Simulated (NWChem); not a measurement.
## Correlation energy of ammonia (H3N)

```xyz
4

N      0.0016     0.1283     0.0000
H     -0.4728    -0.2934     0.8124
H     -0.4728    -0.2934    -0.8124
H      0.9343    -0.3110     0.0000
```
Charge 0, spin multiplicity 1.

Program: NWChem. The geometry was optimised at PBE/def2-SVP, a minimum by its harmonic frequencies.

Basis set: cc-pVQZ. Each correlation energy counts from its own Hartree-Fock reference.

```json
[
 {"method": "MP2", "correlation energy (mHa)": "-252.9"},
 {"method": "CR-CCSD(T)", "correlation energy (mHa)": "-270.4"},
 {"method": "CCSD", "correlation energy (mHa)": "-262.6"},
 {"method": "SCS-MP2", "correlation energy (mHa)": "-256.4"},
 {"method": "RI-MP2", "correlation energy (mHa)": "-252.9"},
 {"method": "CR-CCSD[T]", "correlation energy (mHa)": "-270.6"}
]
```

The values span 17.7 mHa, from CR-CCSD[T] (lowest) to RI-MP2 (highest). 

The correlated methods keep 1 core orbital frozen. Coupled-cluster values serve here as a point of comparison, not as the truth.
